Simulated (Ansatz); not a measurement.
Basis-set extrapolation for FLi, SMILES `[Li][F]` (PBE0-D4/def2-TZVP geometry, frozen core, Ansatz 0.2.0). Multiplicity 1, RHF reference. For Li the program correlates outer-core shells too, which these sets cover unevenly, so the extrapolated numbers aren't a true limit.

```json
{"": "HF", "def2-TZVPP": "-106.985646", "def2-QZVPP": "-106.991761"}
{"": "MP2 correlation", "def2-TZVPP": "-0.305906", "def2-QZVPP": "-0.334320"}
{"": "CCSD(T) correlation", "def2-TZVPP": "-0.315166", "def2-QZVPP": "-0.343589"}
```

Energies in hartree. Use E(X) = E(∞) + A·exp(−7.88·√X) for Hartree–Fock and E(X) = E(∞) + B·X^(−2.97) for correlation, with X = 3 and 4.

**Question.** What is the CCSD(T) energy at the basis-set limit?

**Answer.** HF limit: -106.991761 + (-0.006115) × 0.13774 = -106.99260. Correlation limit: -0.343589 + (-0.028423) × 0.74074 = -0.36464. Total: -107.35724 hartree, 148.2 kJ/mol below CCSD(T)/def2-TZVPP.
